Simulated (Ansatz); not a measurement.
## SiCl, doublet: vertical spin and charge gaps

Geometry (PBE0/def2-TZVP stationary point for this spin):

```xyz
2

Si    0.0000    0.0000    0.0000
Cl    0.0000    0.0000    2.0671
```

Basis cc-pVDZ; Ansatz 0.2.0. Correlated methods freeze the noble-gas cores. Prefix R: restricted or restricted open-shell reference; prefix U: unrestricted. Active spaces: valence = (11e, 8o) chosen from the atoms' valence shells.

Gaps are energies of the second state less the first, at fixed atoms, for a selection of the levels run; each method lands on the state that its own search finds for that charge and spin.

For open shells CISD is restricted-active-space CI with the open shells as a complete middle space.

**Question.** PBE gives 11.080 eV for removing an electron, to the triplet. Estimate what UCCSDT(Q) gives in cc-pVDZ.

**Answer.** UCCSDT(Q) in cc-pVDZ gives 10.890 eV, so against it PBE is off by 0.190 eV, of which a good part can be the reference's own basis and frozen-core error.

```json
{"level": "RHF", "gap (eV)": "10.144", "error (meV)": "-746"}
{"level": "UHF", "gap (eV)": "10.168", "error (meV)": "-722"}
{"level": "RMP2", "gap (eV)": "10.808", "error (meV)": "-82"}
{"level": "UMP2", "gap (eV)": "10.784", "error (meV)": "-106"}
{"level": "CISD", "gap (eV)": "10.774", "error (meV)": "-116"}
{"level": "RCCSD", "gap (eV)": "10.925", "error (meV)": "35"}
{"level": "UCCSD", "gap (eV)": "10.921", "error (meV)": "31"}
{"level": "RCCSD(T)", "gap (eV)": "10.900", "error (meV)": "10"}
{"level": "UCCSD(T)", "gap (eV)": "10.901", "error (meV)": "11"}
{"level": "BCCD(T)", "gap (eV)": "10.905", "error (meV)": "15"}
{"level": "RCCSDT", "gap (eV)": "10.893", "error (meV)": "3"}
{"level": "UCCSDT", "gap (eV)": "10.893", "error (meV)": "3"}
{"level": "RCCSDT(Q)", "gap (eV)": "10.892", "error (meV)": "2"}
{"level": "CASSCF (valence space)", "gap (eV)": "9.894", "error (meV)": "-996"}
{"level": "NEVPT2 (valence space)", "gap (eV)": "10.731", "error (meV)": "-159"}
{"level": "MRCISD (valence space)", "gap (eV)": "10.780", "error (meV)": "-110"}
{"level": "MRCISD+Q (valence space)", "gap (eV)": "10.923", "error (meV)": "33"}
{"level": "r2SCAN", "gap (eV)": "11.061", "error (meV)": "171"}
{"level": "PBE0", "gap (eV)": "11.168", "error (meV)": "278"}
{"level": "B3LYP", "gap (eV)": "11.250", "error (meV)": "360"}
{"level": "r2SCANh", "gap (eV)": "11.090", "error (meV)": "200"}
{"level": "wB97M-V", "gap (eV)": "11.297", "error (meV)": "407"}
{"level": "B2PLYP", "gap (eV)": "11.074", "error (meV)": "184"}
{"level": "RPA-PBE", "gap (eV)": "10.965", "error (meV)": "75"}
```

Quartet less doublet: 2.918 eV at UCCSDT(Q).

| level | gap (eV) | error (meV) |
| --- | --- | --- |
| RHF | 2.024 | -894 |
| UHF | 2.108 | -810 |
| RMP2 | 2.731 | -187 |
| UMP2 | 2.710 | -208 |
| CISD | 2.712 | -206 |
| RCCSD | 2.884 | -34 |
| UCCSD | 2.886 | -32 |
| RCCSD(T) | 2.915 | -3 |
| UCCSD(T) | 2.914 | -4 |
| BCCD(T) | 2.916 | -2 |
| RCCSDT | 2.917 | -1 |
| UCCSDT | 2.916 | -2 |
| RCCSDT(Q) | 2.918 | 0 |
| CASSCF (valence space) | 2.460 | -458 |
| NEVPT2 (valence space) | 2.858 | -60 |
| MRCISD (valence space) | 2.858 | -60 |
| MRCISD+Q (valence space) | 2.943 | 25 |
| PBE | 3.034 | 116 |
| r2SCAN | 2.725 | -193 |
| PBE0 | 2.951 | 33 |
| B3LYP | 3.254 | 336 |
| wB97M-V | 3.415 | 497 |
| B2PLYP | 3.146 | 228 |
| RPA-PBE | 3.116 | 198 |

Removing an electron, to the singlet: 7.139 eV at UCCSDT(Q).

| level | gap (eV) | error (meV) |
| --- | --- | --- |
| RHF | 7.100 | -39 |
| UHF | 7.221 | 82 |
| RMP2 | 7.163 | 24 |
| UMP2 | 7.148 | 9 |
| CISD | 7.191 | 52 |
| RCCSD | 7.205 | 66 |
| UCCSD | 7.208 | 69 |
| RCCSD(T) | 7.150 | 11 |
| UCCSD(T) | 7.150 | 11 |
| BCCD(T) | 7.148 | 9 |
| RCCSDT | 7.145 | 6 |
| UCCSDT | 7.146 | 7 |
| RCCSDT(Q) | 7.138 | -1 |
| CASSCF (valence space) | 6.346 | -793 |
| NEVPT2 (valence space) | 7.218 | 79 |
| MRCISD (valence space) | 7.094 | -45 |
| MRCISD+Q (valence space) | 7.184 | 45 |
| PBE | 7.420 | 281 |
| r2SCAN | 7.614 | 475 |
| PBE0 | 7.587 | 448 |
| B3LYP | 7.481 | 342 |
| wB97M-V | 7.245 | 106 |
| B2PLYP | 7.312 | 173 |
| RPA-PBE | 7.273 | 134 |

In so small a basis the reference is far from its limit while semilocal and hybrid functionals are nearer theirs (RPA and double hybrids share part of the reference's basis error), so the functionals' errors here hold much of the reference's basis and frozen-core error, which can add to them or hide them.

Full CI isn't at hand for all of this; UCCSDT(Q) serves as the reference, and is uncertain by the last step of the cluster series or more. The frozen core follows each run's orbitals, which can shift R against U totals by a few meV.
